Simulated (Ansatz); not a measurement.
System: disilane, Si₂H₆, net charge 0, singlet state. 
Structure (B3LYP-D3(BJ)/def2-TZVP (Ansatz, a program for electronic structure) minimum search):
SMILES: [SiH3][SiH3]
```xyz
8

Si     0.0002    -0.0110     1.1721
Si    -0.0002     0.0110    -1.1721
H     -0.0004     1.3752     1.6997
H     -1.2040    -0.7120     1.6803
H      1.2055    -0.7108     1.6798
H      0.0004    -1.3752    -1.6997
H     -1.2055     0.7108    -1.6798
H      1.2040     0.7120    -1.6803
```
Charge 0, spin multiplicity 1.

Parts of the frozen-core correlation energy in STO-3G (Ansatz, hartree). Frozen orbitals: 10; correlated occupied orbitals by spin: 7 and 7; virtual: 7 and 7. Spin-orbit coupling is left out. No relativistic terms.

```json
[
 {"term": "reference (HF)", "value": "-574.69439"},
 {"term": "MP2 opposite-spin", "value": "[?]"},
 {"term": "MP2 same-spin", "value": "[?]"},
 {"term": "CCSD correlation", "value": "[?]"},
 {"term": "(T)", "value": "-0.00084"},
 {"term": "FCI minus CCSD(T)", "value": "-0.00041"},
 {"term": "T1 diagnostic", "value": "0.004"},
 {"term": "largest doubles amplitude", "value": "0.079"}
]
```

Problem. Some entries are withheld; supply them.

Solution. 
- MP2 opposite-spin, value: -0.08083
- MP2 same-spin, value: -0.00243
- CCSD correlation, value: -0.12322
